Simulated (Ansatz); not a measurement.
Molecule: methylsulfinylmethane, C2H6OS (charge 0, singlet). 
Structure (B3LYP-D3(BJ)/def2-TZVP (Ansatz, a first-principles code) minimum search):
```
S
O 1 1.4886
C 1 1.8169 2 106.63
H 3 1.0885 1 106.64 2 -67.13
H 3 1.0900 4 109.97 1 -118.01
H 3 1.0903 4 109.95 5 -122.84
C 1 1.8169 2 106.63 3 102.02
H 7 1.0885 1 106.64 2 67.13
H 7 1.0900 8 109.97 1 118.01
H 7 1.0903 8 109.95 9 122.84
```
Charge 0, spin multiplicity 1.

CCSD(T) with Ansatz in growing basis sets, 26 correlated electrons. Correlated levels leave the core frozen unless marked. UHF or UKS for open shells. No spin-orbit coupling. No relativistic terms. Costs are ratios of core time to the smallest set, on shared machines of one kind, and rough; they hold the program's checks for lower states.

| basis | functions | cost over smallest | E(corr) (Eh) | electronic atomisation energy (kcal/mol) |
|---|---|---|---|---|
| cc-pV(D+d)Z | 95 | 1× | -0.6842 | 769.8 |
| cc-pV(T+d)Z | 213 | 10× | -0.8508 | 828.3 |

Formally CCSD grows as o²v⁴ and (T) as o³v⁴; with o = 13 and v going from 74 to 192 both grow 45-fold in the last step, while integrals and the mean field grow more slowly. That step adds 166.6 mEh of correlation energy and 58.5 kcal/mol to the atomisation energy.
